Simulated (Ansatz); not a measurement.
The first iterations of a band of AlH3O + H4Si (10 atoms, charge 0, multiplicity 1).

Method: RKS B3LYP-D4/6-31G* in Ansatz.

```json
{
 "movable images": "8",
 "climbing image": "no",
 "spring": "5.0 eV/Å²",
 "optimiser": "quadratic models (default)",
 "start path": "through a guess of the saddle point",
 "force threshold": "0.05 eV/Å",
 "iteration limit": "60",
 "end points": "relaxed"
}
```

First end point:

```xyz
10
Properties=species:S:1:pos:R:3
Al 0.036 -0.264 0.368
O -0.237 -1.319 1.698
H -1.138 -1.565 1.944
H 1.548 -0.027 -0.022
H -1.194 0.236 -0.507
Si 0.138 3.071 1.048
H 1.160 3.722 1.903
H 0.565 3.046 -0.369
H -1.180 3.735 1.193
H -0.012 1.660 1.523
```

Last end point:

```xyz
10
Properties=species:S:1:pos:R:3
Al 0.129 0.427 -0.007
O -0.202 -0.370 1.859
H -1.143 -0.361 2.103
H 1.563 -0.195 -0.324
H -1.184 -0.191 -0.677
Si 0.066 2.808 0.658
H 0.856 3.028 1.920
H 0.621 3.781 -0.331
H -1.306 3.304 0.999
H 0.285 0.064 2.580
```

| iteration | highest image above the first end (eV) | largest band force component (eV/Å) |
| --- | --- | --- |
| 1 | 3.060 | 3.262 |
| 2 | 1.983 | 1.557 |
| 3 | 1.494 | 0.808 |
| 4 | 1.469 | 1.183 |
| 5 | 1.563 | 0.794 |

**Question.** Does the band converge within its limit, and where does its top end?

**Answer.** The run converged. It ended after 15 iterations with the highest image 1.375 eV above the first end. No image climbed, so the highest image needn't sit at the top of the path. The orbitals stay closed-shell, which can raise the energy where a bond breaks towards radicals; this wasn't checked here.

Run time: 4.1 min on 1 thread of Intel(R) Xeon(R) Platinum 8488C (Sapphire Rapids), on a shared host, peak memory 0.15 GiB.
